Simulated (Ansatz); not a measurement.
We consider anatase TiO₂ (metastable phase), described by PBE-D4 in Ansatz (plane waves, PAW).

Numerical settings: plane-wave cutoff 520 eV, 12×12×12 k mesh, Fermi–Dirac smearing 0.01 eV, no spin polarisation, scalar-relativistic PAW data made under PBE.

The cell is scaled about its equilibrium volume:

Shape and atoms are relaxed at each volume.

| V (Å³/atom) | P (GPa) | direct gap at Γ (eV) | smallest gap on the k mesh (eV) | c (Å) |
|---|---|---|---|---|
| 10.994 | 7.49 | 2.649 | 2.081 | 9.322 |
| 11.223 | 3.63 | 2.621 | 2.111 | 9.467 |
| 11.452 | 0.00 | 2.588 | 2.131 | 9.603 |
| 11.681 | -3.39 | 2.550 | 2.142 | 9.730 |
| 11.910 | -6.54 | 2.509 | 2.144 | 9.846 |

The fundamental gap (2.13 eV at the equilibrium volume, with added k points) lies elsewhere than Γ–Γ.

Note: the bulk modulus comes from volumes at which shape and atoms were relaxed.

Ansatz is a quantum-chemistry and plane-wave program.
